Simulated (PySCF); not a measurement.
# Cl2: magnetic properties, part 2 of 2

PySCF 2.14.0. Atoms count from 0. The steps go on from the part before.

### 8 Magnetic properties: GIAO B3LYP/aug-pcSseg-1

What the job is given:

```
{"job": {"kind": "mag", "xc": "B3LYP", "basis": "aug-pcSseg-1", "isotopologues": 0}, "charge": 0, "multiplicity": 1}
Cl     1.043616    -0.003230    -0.002316
Cl    -1.043205     0.005010    -0.012203
```

With the program's defaults for keys left out, this is: GIAO B3LYP/aug-pcSseg-1 magnetisability, rotational g tensor and spin-rotation constants, non-relativistic, gas phase.

Standard output:

```text
coarse grid: 3248 points
cycle   1  E = -920.3519101980  dE =  5.933e-02  |g| = 1.213e-01  |ddm| = 1.415e+00
cycle   2  E = -920.3535322906  dE = -1.622e-03  |g| = 7.801e-02  |ddm| = 1.383e-01
cycle   3  E = -920.3550000874  dE = -1.468e-03  |g| = 2.061e-02  |ddm| = 7.768e-02
cycle   4  E = -920.3551153678  dE = -1.153e-04  |g| = 2.047e-03  |ddm| = 1.818e-02
cycle   5  E = -920.3551162161  dE = -8.483e-07  |g| = 2.685e-04  |ddm| = 2.646e-03
final grid: 23496 points
cycle   6  E = -920.3574616721  dE = -2.237e-06  |g| = 1.017e-03  |ddm| = 6.608e-03
cycle   7  E = -920.3574617817  dE = -1.096e-07  |g| = 8.605e-04  |ddm| = 2.198e-03
cycle   8  E = -920.3574619370  dE = -1.552e-07  |g| = 8.938e-05  |ddm| = 9.226e-04
cycle   9  E = -920.3574619385  dE = -1.501e-09  |g| = 3.907e-05  |ddm| = 1.113e-04
cycle  10  E = -920.3574619389  dE = -3.855e-10  |g| = 1.316e-06  |ddm| = 3.269e-05
converged SCF energy = -920.3574619389

Magnetisability tensor (1e-30 J/T^2)
     -760.22        0.91       -1.09
        0.91     -530.02        0.00
       -1.09        0.00     -530.03
isotropic -606.76   principal values    -760.23   -530.02   -530.02
isotropic susceptibility -36.540 1e-6 cm^3/mol

Inertial axes            a          b          c
rot. const./GHz           -     6.6371     6.6371
chi total           -45.782    -31.919    -31.919
chi diamagnetic     -45.782   -199.270   -199.270
chi paramagnetic      0.000    167.351    167.351
quadrupole/D A        4.029     -2.015     -2.015
g nuclear                 -     0.4897     0.4897
g electronic              -    -0.5218    -0.5218
g total                   -    -0.0321    -0.0321

Spin-rotation constants (kHz, H = +C I.J)
atom  isotope        aa         bb         cc
  0   35Cl            -      4.888      4.888
  1   35Cl            -      4.888      4.888
```

Run time: 1.1 s. Hardware: 1 thread of Arm Neoverse V1, shared host.

All coordinates were scaled by 1.03, so these values belong to a distorted geometry and are kept out of the summary.

### 9 Magnetic properties: GIAO B3LYP/aug-pcSseg-1

What the job is given:

```
{"job": {"kind": "mag", "xc": "B3LYP", "basis": "aug-pcSseg-1", "isotopologues": 0}, "charge": 0, "multiplicity": 1}
Cl     1.074012    -0.003324    -0.002384
Cl    -1.073589     0.005156    -0.012559
```

Method: GIAO B3LYP/aug-pcSseg-1 magnetisability, rotational g tensor and spin-rotation constants, non-relativistic, gas phase.

Standard output:

```text
coarse grid: 3248 points
cycle   1  E = -920.3494900942  dE =  1.862e-02  |g| = 1.173e-01  |ddm| = 1.387e+00
cycle   2  E = -920.3510584039  dE = -1.568e-03  |g| = 7.260e-02  |ddm| = 1.274e-01
cycle   3  E = -920.3523120420  dE = -1.254e-03  |g| = 2.109e-02  |ddm| = 7.317e-02
cycle   4  E = -920.3524337185  dE = -1.217e-04  |g| = 1.467e-03  |ddm| = 1.793e-02
cycle   5  E = -920.3524341911  dE = -4.726e-07  |g| = 3.573e-04  |ddm| = 2.144e-03
final grid: 23496 points
cycle   6  E = -920.3549427044  dE = -2.237e-06  |g| = 1.111e-03  |ddm| = 6.713e-03
cycle   7  E = -920.3549428350  dE = -1.306e-07  |g| = 9.481e-04  |ddm| = 2.393e-03
cycle   8  E = -920.3549430226  dE = -1.876e-07  |g| = 9.428e-05  |ddm| = 9.994e-04
cycle   9  E = -920.3549430243  dE = -1.705e-09  |g| = 4.229e-05  |ddm| = 1.187e-04
cycle  10  E = -920.3549430248  dE = -4.597e-10  |g| = 1.232e-06  |ddm| = 3.451e-05
converged SCF energy = -920.3549430248

Magnetisability tensor (1e-30 J/T^2)
     -762.46        1.01       -1.21
        1.01     -506.31        0.00
       -1.21        0.00     -506.31
isotropic -591.69   principal values    -762.47   -506.31   -506.30
isotropic susceptibility -35.633 1e-6 cm^3/mol

Inertial axes            a          b          c
rot. const./GHz           -     6.2667     6.2667
chi total           -45.917    -30.490    -30.490
chi diamagnetic     -45.917   -208.462   -208.462
chi paramagnetic      0.000    177.972    177.972
quadrupole/D A        4.283     -2.142     -2.142
g nuclear                 -     0.4897     0.4897
g electronic              -    -0.5240    -0.5240
g total                   -    -0.0343    -0.0343

Spin-rotation constants (kHz, H = +C I.J)
atom  isotope        aa         bb         cc
  0   35Cl            -      5.710      5.710
  1   35Cl            -      5.710      5.710
```

Run time: 1.1 s. Hardware: 1 thread of Arm Neoverse V1, shared host.

All coordinates were scaled by 1.06, so these values belong to a distorted geometry and are kept out of the summary.

### 10 Magnetic properties: GIAO B3LYP/aug-pcSseg-1

What the job is given:

```
{"job": {"kind": "mag", "xc": "B3LYP", "basis": "aug-pcSseg-1", "isotopologues": 0}, "charge": 0, "multiplicity": 1}
Cl     1.114541    -0.003450    -0.002474
Cl    -1.114102     0.005350    -0.013033
```

With the program's defaults for keys left out, this is: GIAO B3LYP/aug-pcSseg-1 magnetisability, rotational g tensor and spin-rotation constants, non-relativistic, gas phase.

Standard output:

```text
coarse grid: 3248 points
cycle   1  E = -920.3441410717  dE = -2.346e-02  |g| = 1.120e-01  |ddm| = 1.355e+00
cycle   2  E = -920.3456596199  dE = -1.519e-03  |g| = 6.485e-02  |ddm| = 1.148e-01
cycle   3  E = -920.3466280776  dE = -9.685e-04  |g| = 2.157e-02  |ddm| = 6.686e-02
cycle   4  E = -920.3467563243  dE = -1.282e-04  |g| = 8.472e-04  |ddm| = 1.769e-02
cycle   5  E = -920.3467564948  dE = -1.706e-07  |g| = 3.987e-04  |ddm| = 1.539e-03
final grid: 23496 points
cycle   6  E = -920.3493994915  dE = -2.164e-06  |g| = 1.164e-03  |ddm| = 6.380e-03
cycle   7  E = -920.3493996402  dE = -1.487e-07  |g| = 9.900e-04  |ddm| = 2.505e-03
cycle   8  E = -920.3493998455  dE = -2.053e-07  |g| = 9.673e-05  |ddm| = 1.039e-03
cycle   9  E = -920.3493998472  dE = -1.747e-09  |g| = 4.510e-05  |ddm| = 1.202e-04
cycle  10  E = -920.3493998478  dE = -5.274e-10  |g| = 7.983e-07  |ddm| = 3.564e-05
converged SCF energy = -920.3493998478

Magnetisability tensor (1e-30 J/T^2)
     -765.05        1.21       -1.45
        1.21     -458.01        0.01
       -1.45        0.01     -458.02
isotropic -560.36   principal values    -765.06   -458.01   -458.01
isotropic susceptibility -33.746 1e-6 cm^3/mol

Inertial axes            a          b          c
rot. const./GHz           -     5.8193     5.8193
chi total           -46.073    -27.582    -27.582
chi diamagnetic     -46.073   -221.143   -221.143
chi paramagnetic      0.000    193.561    193.561
quadrupole/D A        4.583     -2.292     -2.292
g nuclear                 -     0.4897     0.4897
g electronic              -    -0.5292    -0.5292
g total                   -    -0.0395    -0.0395

Spin-rotation constants (kHz, H = +C I.J)
atom  isotope        aa         bb         cc
  0   35Cl            -      6.941      6.941
  1   35Cl            -      6.941      6.941
```

Run time: 1.1 s. Hardware: 1 thread of Arm Neoverse V1, shared host.

All coordinates were scaled by 1.1, so these values belong to a distorted geometry and are kept out of the summary.

### 11 Magnetic properties: GIAO B3LYP/aug-pcSseg-1

What the job is given:

```
{"job": {"kind": "mag", "xc": "B3LYP", "basis": "aug-pcSseg-1", "isotopologues": 0}, "charge": 0, "multiplicity": 1}
Cl     1.165202    -0.003606    -0.002586
Cl    -1.164743     0.005594    -0.013625
```

Level: GIAO B3LYP/aug-pcSseg-1 magnetisability, rotational g tensor and spin-rotation constants, non-relativistic, gas phase.

Standard output:

```text
coarse grid: 3248 points
cycle   1  E = -920.3354373791  dE = -6.083e-02  |g| = 1.059e-01  |ddm| = 1.319e+00
cycle   2  E = -920.3369170294  dE = -1.480e-03  |g| = 5.517e-02  |ddm| = 1.022e-01
cycle   3  E = -920.3375709913  dE = -6.540e-04  |g| = 2.170e-02  |ddm| = 5.887e-02
cycle   4  E = -920.3377015602  dE = -1.306e-04  |g| = 5.560e-04  |ddm| = 1.734e-02
cycle   5  E = -920.3377016206  dE = -6.039e-08  |g| = 1.330e-04  |ddm| = 6.747e-04
final grid: 23496 points
cycle   6  E = -920.3402851581  dE = -2.032e-06  |g| = 1.021e-03  |ddm| = 5.271e-03
cycle   7  E = -920.3402852740  dE = -1.160e-07  |g| = 8.419e-04  |ddm| = 2.142e-03
cycle   8  E = -920.3402854302  dE = -1.562e-07  |g| = 9.262e-05  |ddm| = 9.081e-04
cycle   9  E = -920.3402854315  dE = -1.360e-09  |g| = 4.152e-05  |ddm| = 1.018e-04
cycle  10  E = -920.3402854320  dE = -4.499e-10  |g| = 4.317e-07  |ddm| = 3.223e-05
converged SCF energy = -920.3402854320

Magnetisability tensor (1e-30 J/T^2)
     -767.71        1.59       -1.90
        1.59     -366.06        0.01
       -1.90        0.01     -366.06
isotropic -499.95   principal values    -767.73   -366.05   -366.05
isotropic susceptibility -30.107 1e-6 cm^3/mol

Inertial axes            a          b          c
rot. const./GHz           -     5.3242     5.3242
chi total           -46.234    -22.044    -22.044
chi diamagnetic     -46.234   -237.677   -237.677
chi paramagnetic      0.000    215.632    215.632
quadrupole/D A        4.901     -2.450     -2.450
g nuclear                 -     0.4897     0.4897
g electronic              -    -0.5394    -0.5394
g total                   -    -0.0497    -0.0497

Spin-rotation constants (kHz, H = +C I.J)
atom  isotope        aa         bb         cc
  0   35Cl            -      8.747      8.747
  1   35Cl            -      8.747      8.747
```

It took 1.2 s on 1 thread of Arm Neoverse V1, shared host.

The run ended normally, but its values are not to be used for the molecule: all coordinates were scaled by 1.15.

### 12 Magnetic properties: GIAO B3LYP/aug-pcSseg-1

What the job is given:

```
{"job": {"kind": "mag", "xc": "B3LYP", "basis": "aug-pcSseg-1", "isotopologues": 0}, "charge": 0, "multiplicity": 1}
Cl     1.215863    -0.003763    -0.002699
Cl    -1.215384     0.005837    -0.014218
```

Method: GIAO B3LYP/aug-pcSseg-1 magnetisability, rotational g tensor and spin-rotation constants, non-relativistic, gas phase.

Standard output:

```text
coarse grid: 3248 points
cycle   1  E = -920.3255050699  dE = -8.573e-02  |g| = 1.009e-01  |ddm| = 1.288e+00
cycle   2  E = -920.3269620943  dE = -1.457e-03  |g| = 4.634e-02  |ddm| = 9.296e-02
cycle   3  E = -920.3273761285  dE = -4.140e-04  |g| = 2.109e-02  |ddm| = 5.117e-02
cycle   4  E = -920.3274997763  dE = -1.236e-04  |g| = 8.316e-04  |ddm| = 1.670e-02
cycle   5  E = -920.3274998673  dE = -9.103e-08  |g| = 9.624e-05  |ddm| = 5.249e-04
final grid: 23496 points
cycle   6  E = -920.3299354285  dE = -2.061e-06  |g| = 9.148e-04  |ddm| = 4.690e-03
cycle   7  E = -920.3299355126  dE = -8.410e-08  |g| = 7.340e-04  |ddm| = 1.819e-03
cycle   8  E = -920.3299356378  dE = -1.252e-07  |g| = 9.467e-05  |ddm| = 8.013e-04
cycle   9  E = -920.3299356392  dE = -1.398e-09  |g| = 3.718e-05  |ddm| = 9.094e-05
cycle  10  E = -920.3299356396  dE = -3.482e-10  |g| = 5.920e-07  |ddm| = 2.935e-05
converged SCF energy = -920.3299356396

Magnetisability tensor (1e-30 J/T^2)
     -769.80        2.13       -2.56
        2.13     -229.55        0.01
       -2.56        0.01     -229.56
isotropic -409.64   principal values    -769.82   -229.55   -229.55
isotropic susceptibility -24.669 1e-6 cm^3/mol

Inertial axes            a          b          c
rot. const./GHz           -     4.8898     4.8898
chi total           -46.360    -13.824    -13.824
chi diamagnetic     -46.360   -254.968   -254.968
chi paramagnetic      0.000    241.145    241.145
quadrupole/D A        5.159     -2.580     -2.580
g nuclear                 -     0.4897     0.4897
g electronic              -    -0.5540    -0.5540
g total                   -    -0.0643    -0.0643

Spin-rotation constants (kHz, H = +C I.J)
atom  isotope        aa         bb         cc
  0   35Cl            -     10.952     10.952
  1   35Cl            -     10.952     10.952
```

Run time: 1.4 s. Hardware: 1 thread of Arm Neoverse V1, shared host.

A normal end doesn't make this result sound: all coordinates were scaled by 1.2.

### 13 Results

This closing draws on all 2 parts.

```
                            quantity                                value
                         point group                                Dinfh
rotational constants (main isotopes)                       7.04, 7.04 GHz
                                runs  0 failed, 10 ended on unsound input
```

**Reading.** With PBE0/def2-SVP, its start was all but relaxed already: 2 steps gained 0.7 meV. Vibrational averaging and real surroundings are missing from these values.
